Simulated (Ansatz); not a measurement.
# SiH₃S+ (SMILES [SiH2+]S): single points off equilibrium

One table from this session's results is given with a row withheld; the runs are named, their logs left out.

Program: Ansatz 0.2.0, Gaussian basis. Level of theory: single points in def2-TZVPP. These are calculated values, not measurements.

Cores are frozen in the correlated methods.

**Where the work starts**

SMILES `[SiH2+]S`, 5 atoms, charge 1, spin multiplicity 1.

Atoms are counted from 1 here; the program's logs count them from 0.

Bond lengths: Si1–S2 2.089 Å, Si1–H3 1.425 Å, Si1–H4 1.434 Å, S2–H5 1.351 Å. Angles: S2–Si1–H3 120.8°, S2–Si1–H4 116.4°, H3–Si1–H4 122.7°, Si1–S2–H5 97.9°.

As a file:

```xyz
5

Si   -0.4134   -0.4956   -0.1034
S     0.6283    1.2600   -0.5465
H    -0.2056   -1.1747    1.1322
H    -1.2651   -1.0104   -1.1354
H     1.3040    1.3735    0.6183
```

The first run:

run/in.yaml

```yaml
crystal:
  periodic: [false, false, false]
  atoms:
    - {symbol: Si, position_ang: [-0.413400, -0.495600, -0.103400]}
    - {symbol: S, position_ang: [0.628300, 1.260000, -0.546500]}
    - {symbol: H, position_ang: [-0.205600, -1.174700, 1.132200]}
    - {symbol: H, position_ang: [-1.265100, -1.010400, -1.135400]}
    - {symbol: H, position_ang: [1.304000, 1.373500, 0.618300]}
basis:
  gaussian: {orbitals: def2-TZVPP}
total_charge: 1
correlation: {method: ccsd_t}
output: {forces: true}
```

No record of the launch command was kept for these runs.

Steps of the session up to this table: CCSD(T)/def2-TZVPP; PBE0-D4/def2-TZVPP; wB97M-V/def2-TZVPP; r2SCAN-D4/def2-TZVPP; PBE-D4/def2-TZVPP; revPBE-D4/def2-TZVPP; BLYP-D4/def2-TZVPP.

One table of the session follows, with a row left open; its other results are not shown here.

| method | RMS force component (eV/Å) | angle to CCSD(T) forces (°) |
| --- | --- | --- |
| CCSD(T) | 0.604 | reference |
| PBE0-D4 | 0.694 | 3.6 |
| wB97M-V | 0.644 | 6.4 |
| r2SCAN-D4 | ? | ? |
| PBE-D4 | 0.661 | 16.3 |
| revPBE-D4 | 0.640 | 18.2 |
| BLYP-D4 | 0.547 | 18.3 |

Estimate the missing values for r2SCAN-D4.

**Answer.** RMS force component (eV/Å): 0.653; angle to CCSD(T) forces (°): 4.8. In the column «RMS force component (eV/Å)» it lies between wB97M-V (0.644) and PBE-D4 (0.661).
